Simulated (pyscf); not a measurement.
Structures and frequencies: ωB97X-D3(BJ)/def2-SVP in PySCF.

Problem. Estimate the classical barrier height and the reaction energy of SiH₄ (SMILES [SiH4]) + H₂B–NH–SiH₃ (SMILES BN[SiH3]) → H₃Si–NH–SiH₃ (SMILES [SiH3]N[SiH3]) + BH₃ (SMILES B) at ωB97M-D3(BJ)/def2-TZVP. The step runs on the singlet surface, breaks H–Si, B–N and forms N–Si, B–H; take the separated reactants as zero.

Solution. ΔE‡ = 0.69 eV, ΔE = +1.02 eV. Zero-point energy shifts the barrier by +0.12 eV. It is a four-centre exchange, with an imaginary mode of 114i cm⁻¹. On the product side the descent ends in an adduct with a B–N contact, 1.15 eV under the separated species and 0.78 eV under the saddle at ωB97X-D3(BJ)/def2-TZVP. At ωB97M-D3(BJ) the saddle lies under the separated products, which points to a path from their complex (located at ωB97X-D3(BJ) alone), and parting the products costs more than the saddle. What is counted as broken (B–N) persists as a longer contact in the product adduct; parting that adduct is a step of its own. At the saddle there is also a short B–Si contact that neither side keeps. At ωB97X-D3(BJ)/def2-TZVP the barrier from the zero used here is 0.57 eV. One saddle was located; it need not be the lowest between these sides.
